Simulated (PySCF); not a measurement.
Point-charge models of `CC[SiH3]` against its computed dipole.

Coordinates (PBE0-D3(BJ)/def2-SVP, Å) and charges (e) from the PBE0/pcSseg-1 density (PySCF):

```csv
atom,x,y,z,Mulliken,IAO,Hirshfeld,ESP-fitted
C1,-1.241,0.685,0.071,-0.3005,-0.4025,-0.1122,-0.2183
C2,-0.385,-0.535,-0.257,-0.5685,-0.5297,-0.1511,-0.0380
Si3,1.455,-0.309,0.098,+0.4760,+0.5872,+0.3079,+0.3305
H4,-1.170,0.956,1.136,+0.1200,+0.1358,+0.0392,+0.0625
H5,-0.929,1.567,-0.510,+0.1200,+0.1359,+0.0392,+0.0623
H6,-2.305,0.507,-0.151,+0.1238,+0.1402,+0.0401,+0.0586
H7,-0.727,-1.415,0.315,+0.1474,+0.1447,+0.0405,+0.0306
H8,-0.490,-0.810,-1.320,+0.1475,+0.1448,+0.0405,+0.0311
H9,2.010,0.826,-0.706,-0.0882,-0.1202,-0.0817,-0.1029
H10,1.676,0.000,1.546,-0.0882,-0.1202,-0.0818,-0.1025
H11,2.216,-1.551,-0.244,-0.0892,-0.1159,-0.0804,-0.1137
```

Problem. Compute μ = Σ q r for each scheme (1 e·Å = 4.803 D) and compare with the dipole of the full density.

Solution. The full density gives (-0.80, -0.12, -0.16) D, 0.83 D in size; dipole vectors point from the negative to the positive end.

```json
{"scheme": "Mulliken", "μx": "0.22", "μy": "0.26", "μz": "0.13", "size (D)": "0.36", "share of the full size (%)": "44", "angle to the full dipole (°)": "138"}
{"scheme": "IAO", "μx": "0.35", "μy": "-0.01", "μz": "0.05", "size (D)": "0.36", "share of the full size (%)": "43", "angle to the full dipole (°)": "170"}
{"scheme": "Hirshfeld", "μx": "-0.28", "μy": "-0.02", "μz": "-0.05", "size (D)": "0.28", "share of the full size (%)": "34", "angle to the full dipole (°)": "4"}
{"scheme": "ESP-fitted", "μx": "-0.81", "μy": "-0.10", "μz": "-0.16", "size (D)": "0.83", "share of the full size (%)": "100", "angle to the full dipole (°)": "1"}
```

Problem. Which set comes closest?

Solution. Length of the difference vector: ESP-fitted 0.02 D, Hirshfeld 0.54 D, Mulliken 1.12 D, IAO 1.18 D. Closest: ESP-fitted. ESP charges are fitted to the potential around the molecule, whose slowest-falling term is the dipole's. 

Problem. What is left for the Hirshfeld atoms' own dipoles?

Solution. The Hirshfeld atoms' densities add up to the full density, so μ = Σ q r + Σ (atomic dipoles). The atomic dipoles sum to (-0.80, -0.12, -0.16) − (-0.28, -0.02, -0.05) = (-0.52, -0.10, -0.11) D, 0.54 D in size.

Problem. With the origin at the mean of the coordinates, (0.010, -0.007, -0.002) Å, which are the largest single terms, by size, of the IAO dipole along the direction of the full one?

Solution. Si3 -3.89, C1 -2.13, H6 +1.48, C2 -1.29, H9 +1.11 D; all 11 atoms together -0.35 D. The single terms depend on the origin, their sum doesn't.

Problem. Give the size of the full dipole in other units.

Solution. 0.83 D = 0.326 au = 0.172 e·Å = 2.76 × 10⁻³⁰ C·m.

Geometry: PBE0-D3(BJ)/def2-SVP; no solvent, vibrations or thermal averaging.
